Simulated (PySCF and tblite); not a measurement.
Results of a calculation; reference values are marked as such.
System: C₄H₄ClF, numbered as in [CH2:1]=[C:2]([F:3])[C:4](=[CH2:5])[Cl:6].

For the rotation about the C2–C4 bond (torsion C1–C2–C4–C5 from -180° to -22°, rising): electronic barrier 5.33 kcal/mol, zero-point change -0.16 kcal/mol, thermal and entropy terms at 200 K a further 0.17 kcal/mol (symmetry numbers apart). The minimum is Cs, the saddle C1. Geometries: GFN2-xTB; energies: PBE0/pcSseg-1 + D3(BJ), IEF-PCM tetrahydrofuran; zero-point and thermal terms from GFN2-xTB harmonic modes (soft modes blended into free rotors). Rate constants are transition-state-theory values, counting equivalent paths, without tunnelling. Programs: tblite and PySCF.

Task: How many equivalent paths lead out of the minimum?

Result: 2: the symmetry number of the minimum is 1, that of the saddle displaced along its mode 1, and the displaced saddle is chiral while the minimum is not, which doubles the count.

Task: Work out the rate at 200 K.

Result: ΔG‡ = 5.34 kcal/mol; k_B T/h = 4.2×10¹² s⁻¹; exp(−ΔG‡/RT) = 1.5×10⁻⁶; times 2 gives k = 1.2×10⁷ s⁻¹. Wigner's tunnelling factor for the 56i cm⁻¹ mode would be 1.01.
